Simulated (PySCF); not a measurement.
carbon disulfide and hydrogen fluoride

The system is a cluster of carbon disulfide and hydrogen fluoride, neutral, singlet.

Parts: 1 = carbon disulfide (S=C=S), atoms 1–3; 2 = hydrogen fluoride (F), atoms 4–5.

Coordinates in Å:
```
S1     -1.694   -0.685    0.269
C2     -0.237   -0.216    0.079
S3      1.236    0.248   -0.109
F4      0.316    3.202   -1.334
H5      0.555    2.374   -0.991
```

In these coordinates S3···H5 is 2.401 Å. Part 2 is then moved rigidly along that line, all else held; at short range other atoms may come into contact.

The starting structure comes from a short search with a few starts; no frequency run checks that it is a minimum, and another way of binding may lie lower.

These are computed values: CCSD(T)/aug-cc-pVDZ and MP2/aug-cc-pVTZ, aug-cc-pVQZ counterpoise interaction energy, frozen core, gas phase (PySCF). Geometry: PBE0-D3(BJ)/def2-TZVPD.

Counterpoise energies in kJ/mol, cluster less the parts frozen as they stand in it; small is aug-cc-pVDZ, large aug-cc-pVQZ. Estimated limit: HF in aug-cc-pVQZ, MP2 correlation extrapolated as X⁻³ from aug-cc-pVTZ and aug-cc-pVQZ, and CCSD(T) less MP2 in aug-cc-pVDZ; it isn't the exact limit.

Task: How do the values run over the points 2.161, 2.281, 2.401, 2.521, 2.641, 3.001, 3.601, 4.802?

Result: 
| S3···H5 (Å) | HF large | MP2 large | SCS-MP2 large | CCSD(T) small | CCSD(T) limit est. |
| --- | --- | --- | --- | --- | --- |
| 2.161 | 6.4 | -5.1 | -2.1 | 0.5 | -4.8 |
| 2.281 | 1.7 | -7.5 | -5.1 | -3.0 | -7.3 |
| 2.401 | -1.0 | -8.3 | -6.4 | -4.9 | -8.3 |
| 2.521 | -2.5 | -8.4 | -6.8 | -5.7 | -8.3 |
| 2.641 | -3.2 | -7.9 | -6.6 | -5.9 | -7.9 |
| 3.001 | -3.2 | -5.6 | -4.9 | -4.8 | -5.7 |
| 3.601 | -1.8 | -2.7 | -2.5 | -2.5 | -2.7 |
| 4.802 | -0.6 | -0.8 | -0.7 | -0.7 | -0.8 |

The 8 runs took 28 min in all, one thread each of Arm Neoverse N1 on a shared host, launched as `OMP_NUM_THREADS=1 python cluster_run.py task.json out`.
